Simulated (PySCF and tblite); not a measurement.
Values are calculated unless marked as measured or tabulated.
C₂H₄Cl₂, numbered as in [Cl:1][CH2:2][CH2:3][Cl:4].

The ensemble was built from 90 distance-geometry starts (ETKDG and KDG, MMFF94s, GFN2-xTB) and rests on PBE0-D3(BJ)/def2-SVP geometries. Weights use PBE0-D3(BJ)/def2-TZVP energies plus GFN2-xTB zero-point and thermal terms (modes under about 100 cm⁻¹ blended into free rotors). Symmetry numbers and mirror images are counted. Conformers within 4 kcal/mol (GFN2-xTB free energy) were kept, 5 at most. GIAO shieldings: PBE0/pcSseg-1. Shifts are against TMS (¹H), TMS (¹³C) at the same level. (PySCF 2.14, tblite 0.8.)

Torsions listed: Cl1–C2–C3–Cl4. Of a mirror pair one member is shown.

| conformer | shape | symmetry | E(GFN2) kcal/mol | E(DFT) kcal/mol |
| --- | --- | --- | --- | --- |
| 1 | 180° | C2h | 0.00 | 0.00 |
| 2 | -66° | C2 (pair) | 1.49 | 1.29 |

(1) How much do the weights at 298.15 K and the averaged shift of C2/C3 depend on how the conformers are weighted?

## Answers

(1) 
| weighting | 1 (%) | 2 (%) | δ (ppm) | rms dipole (D) |
| --- | --- | --- | --- | --- |
| DFT energy with thermal terms, symmetry and mirror images (full scheme) | 81 | 19 | 48.4 | 1.20 |
| DFT energy with symmetry and mirror images | 82 | 18 | 48.4 | 1.16 |
| bare DFT energy | 90 | 10 | 48.1 | 0.86 |
| GFN2-xTB energy with symmetry and mirror images | 86 | 14 | 48.2 | 1.01 |
| GFN2-xTB free energy | 85 | 15 | 48.3 | 1.04 |
| leading conformer alone | 100 | 0 | 47.7 | 0.00 |
| equal weights | 50 | 50 | 49.7 | 1.92 |

The largest departure from the full scheme, 1.2 ppm, comes with: equal weights.
